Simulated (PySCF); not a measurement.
Compound: phosphorus pentafluoride, PF₅.
Bonds: F1–P2, P2–F3, P2–F4, P2–F5, P2–F6.

Method: PBE0-D3(BJ)/def2-SVP geometry optimisation, gas phase (PySCF).

**Question.** How far are the bound atoms from P2?

**Answer.** 5 atoms: F3 1.568 Å, F5 1.568 Å, F4 1.569 Å, F1 1.594 Å, F6 1.594 Å.

**Question.** List the angles at P2.

**Answer.** 
| angle | degrees | distance of the outer atoms (Å) |
| --- | --- | --- |
| F1–P2–F6 | 180.0 | 3.19 |
| F3–P2–F5 | 120.0 | 2.72 |
| F4–P2–F5 | 120.0 | 2.72 |
| F3–P2–F4 | 120.0 | 2.72 |
| F4–P2–F6 | 90.0 | 2.24 |
| F1–P2–F5 | 90.0 | 2.24 |
| F3–P2–F6 | 90.0 | 2.24 |
| F1–P2–F4 | 90.0 | 2.24 |
| F1–P2–F3 | 90.0 | 2.24 |
| F5–P2–F6 | 90.0 | 2.24 |

**Question.** What is the shape at P2?

**Answer.** Trigonal bipyramidal: τ5 = (β − α)/60° = 1.00 from the two widest angles, 180.0° and 120.0° (0 for a square pyramid, 1 for a trigonal bipyramid). The P–F distances aren't all alike: 1.568 to 1.594 Å.

**Question.** What are the rotational constants (commonest isotopes, rigid rotor)?

**Answer.** A = 3604, B = 3034, C = 3033 MHz: a prolate symmetric top.

Point group: D3h (every atom within 0.08 Å of its image). Charge 0, singlet. PBE0-D3(BJ)/def2-SVP frequencies: not computed here.

Hardware: one thread, Arm Neoverse N1 (aarch64) (shared host). Cost: 52 s wall, 0.37 GiB resident at most. That covers the optimisation of the geometry.
